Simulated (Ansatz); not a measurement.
Species: SiO, charge 1, doublet. SiO+ (parent SMILES O=[Si], doublet).
B3LYP-D3(BJ)/def2-TZVP minimum from Ansatz (a program for electronic structure):
```
Si
O 1 1.5229
```
Charge +1, spin multiplicity 2.

Total energies in aug-cc-pV(T+d)Z, 9 correlated electrons, 6 frozen orbitals. UHF or UKS for unpaired electrons; spin-orbit terms are left out. Cores are frozen in correlated methods. No relativity. The UHF reference of OSi+ (parent SMILES O=[Si], doublet) is spin-contaminated (<S^2> up to 0.05 over the pure value in the sets run). The determinant of OSi+ (parent SMILES O=[Si], doublet) is a saddle point of the SCF energy; a lower one exists, which strains HF and MP2. The spin of OSi+ (parent SMILES O=[Si], doublet) was assumed, and the state is the lowest solution found for it.

```csv
method,program,energy (Eh),minus CCSDT(Q) (mEh)
HF,Ansatz,-363.46304,325.35
MP2,Ansatz,-363.74083,47.55
CCSD,Ansatz,-363.76812,20.26
CCSD(T),Ansatz,-363.78384,4.54
CCSDT(Q),Ansatz,-363.78838,0.00
```

Rough core times of Ansatz's runs on a shared machine: CCSD(T) 3 min, CCSDT(Q) 20 min.
